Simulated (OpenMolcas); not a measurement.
## How basis sets differ on CH6Si (methylsilane)

The species is CH6Si (8 atoms), meant as a singlet with charge 0. SMILES: `C[SiH3]`. Geometry: relaxed at PBE0-D4/def2-TZVP.

Each level gives the HOMO–LUMO gap (eV). The values are calculated.

| level | kind | program | value (eV) | CPU time |
| --- | --- | --- | --- | --- |
| HF/ANO-L-MB | Hartree–Fock | OpenMolcas | 20.23 | 1.9 s |
| HF/ANO-R0 (sfX2C) | Hartree–Fock | OpenMolcas | 16.97 | 3.1 s |
| HF/ANO-RCC-MB (DKH2) | Hartree–Fock | OpenMolcas | 21.64 | 2.2 s |
| HF/STO-3G | Hartree–Fock | OpenMolcas | 24.79 | 1.8 s |
| HF/3-21G | Hartree–Fock | OpenMolcas | 17.26 | 1.9 s |
| HF/def2-TZVP | Hartree–Fock | OpenMolcas | 15.65 | 13 s |

The values span 15.65 to 24.79 eV. A Hartree–Fock LUMO above zero doesn't converge with the basis: it sinks as sets grow more diffuse. Orbital gaps aren't excitation energies. Times are those of the runs behind each value, whatever else they computed, on shared processors of several kinds: orders of magnitude only.
